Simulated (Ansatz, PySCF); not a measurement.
System: OCl, charge 0, multiplicity 2. 
Structure (B3LYP-D3(BJ)/def2-TZVP (Ansatz, an electronic-structure program) minimum search):
```xyz
2

Cl     0.0000     0.0000    -0.5055
O      0.0000     0.0000     1.0742
```
Charge 0, spin multiplicity 2.


Property: enthalpy of formation at 298 K (from the atomisation energy, B3LYP-D3(BJ)/def2-TZVP harmonic zero-point and thermal terms from PySCF, and the atoms' enthalpies of formation in the G2/97 table; no spin-orbit terms, and no core term in the frozen-core levels), in kcal/mol. Valence correlation only, unless marked. UHF or UKS for open shells. Spin-orbit coupling is left out. No relativistic terms. The coupled-cluster limit lacks core correlation, which all-electron functionals hold. CBS marks a two-point X^-3 extrapolation of the correlation energy; Hartree-Fock from the larger set (for Q and 5 zeta extrapolated as (X+1)exp(-9√X)).

| level | program | enthalpy of formation at 298 K (kcal/mol) | minus last row |
|---|---|---|---|
| HF/cc-pV(Q+d)Z | Ansatz | 82.7 | 58.5 |
| HF/def2-QZVPPD | Ansatz | 82.6 | 58.4 |
| revPBE-D4/def2-TZVPD | Ansatz + dftd4 | 13.5 | -10.7 |
| r2SCAN0/def2-TZVPD | Ansatz | 29.2 | 5.0 |
| LC-wPBE-D4/def2-TZVPD | Ansatz + dftd4 | 24.0 | -0.2 |
| LC-wPBE/def2-TZVPD | Ansatz | 24.4 | 0.2 |
| RPA@PBE/cc-pV(Q+d)Z | Ansatz | 33.5 | 9.3 |
| MP2/cc-pV(D+d)Z | Ansatz | 46.0 | 21.8 |
| MP2/cc-pV(Q+d)Z | Ansatz | 27.5 | 3.3 |
| MP2/cc-pV(5+d)Z | Ansatz | 25.8 | 1.6 |
| CCSD/STO-3G | Ansatz | 73.8 | 49.6 |
| CCSD/6-31G* | Ansatz | 45.7 | 21.5 |
| CCSD/def2-TZVPP | Ansatz | 36.6 | 12.4 |
| CCSD(T)/def2-QZVPP | Ansatz | 27.5 | 3.3 |
| CCSD(T)/CBS(cc-pV(Q+d)Z,cc-pV(5+d)Z) | Ansatz | 24.2 | 0.0 |
